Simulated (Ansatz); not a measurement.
# Cost against result

Saddle point of BN$_{2}$H$_{9}$, closed shell (BH₃ + NH₃ + NH₃ → BNH₄ ([BH2][NH2]) + NH₃ + H₂; bonds formed: H2–H7, H5–N8; dative contacts that become bonds: B1–N6; bonds broken: B1–H2, H5–N6, H7–N8), PBE0-D4/def2-TZVP structure:

B1  (-1.102, -0.120, -0.641)
H2  (0.027, -0.501, -1.283)
H3  (-1.804, -0.953, -1.171)
H4  (-1.266, 1.011, -1.042)
H5  (0.938, 0.184, 0.894)
N6  (-0.935, -0.199, 0.867)
H7  (0.741, -0.111, -0.753)
N8  (1.663, 0.288, 0.156)
H9  (-1.258, -1.068, 1.270)
H10  (-1.424, 0.548, 1.341)
H11  (1.968, 1.247, 0.065)
H12  (2.451, -0.328, 0.298)
(Å)

Barriers are electronic and count from the start structure reached by relaxing down the imaginary mode.

Computed with Ansatz 0.2.0 (basis: as named in each row); correlated methods freeze the cores. B3LYP uses VWN-RPA correlation. Extrapolation: Hartree–Fock as exp(−7.88 √X), correlation as X^−2.97.

Times are rough, for one single point on 4 threads of a shared host (Arm Neoverse V1).

The estimate by CCSD(T) at an estimated basis limit (MP2 extrapolated from triple and quadruple zeta, plus CCSD(T) − MP2 in triple zeta) is 144.9 kJ/mol.

| method | basis | time (s) | barrier (kJ/mol) | method less estimate |
| --- | --- | --- | --- | --- |
| HF | STO-3G | under 1 | 238.5 | 93.6 |
| PBE-D4 | STO-3G | under 1 | 123.9 | -21.0 |
| SPW92 | def2-SVP | under 1 | 84.1 | -60.8 |
| B3LYP-D4 | 6-31G | under 1 | 122.5 | -22.4 |
| PBE-D4 | def2-SVP | under 1 | 104.7 | -40.1 |
| PBE0-D4 | def2-SVP | under 1 | 121.4 | -23.5 |
| SPW92 | def2-TZVPP | under 1 | 92.6 | -52.3 |
| PBE-D4 | def2-TZVPP | 1 | 112.7 | -32.2 |
| BLYP-D4 | def2-TZVPP | 1 | 120.8 | -24.1 |
| BHLYP-D4 | def2-TZVPP | 1 | 150.1 | 5.2 |
| PBE0-D4 | def2-TZVPP | 2 | 127.4 | -17.5 |
| B3LYP-D4 | def2-TZVPP | 2 | 132.1 | -12.7 |
| CCSD(T) | def2-SVP | 2 | 151.1 | 6.2 |
| CAM-B3LYP-D4 | def2-TZVPP | 2 | 137.6 | -7.2 |
| r2SCAN-D4 | def2-TZVPP | 2 | 121.9 | -23.0 |
| wB97M-V | def2-SVP | 2 | 132.4 | -12.5 |
| r2SCAN0-D4 | def2-TZVPP | 3 | 132.8 | -12.1 |
| B2PLYP | def2-TZVPP | 3 | 139.9 | -5.0 |
| PBE-QIDH | def2-TZVPP | 3 | 140.0 | -4.9 |
| RPA on PBE | def2-TZVPP | 3 | 148.2 | 3.3 |
| wB97X-V | def2-TZVPP | 5 | 142.2 | -2.7 |
| B97M-V | def2-TZVPP | 5 | 137.2 | -7.7 |
| wB97M-V | def2-TZVPP | 5 | 141.4 | -3.5 |
| MP2 | def2-QZVPP | 13 | 141.2 | -3.6 |
| CCSD(T) | def2-TZVPP | 45 | 147.5 | 2.7 |

All methods are single points on the PBE0-D4 structures.

No T1 diagnostic of these runs exceeds 0.012.

The step is the kind of exchange with an N–H group that builds nitride films in atomic layer and chemical vapour deposition.

Labels in which every atom is bracketed show which atoms are joined, not bond orders.
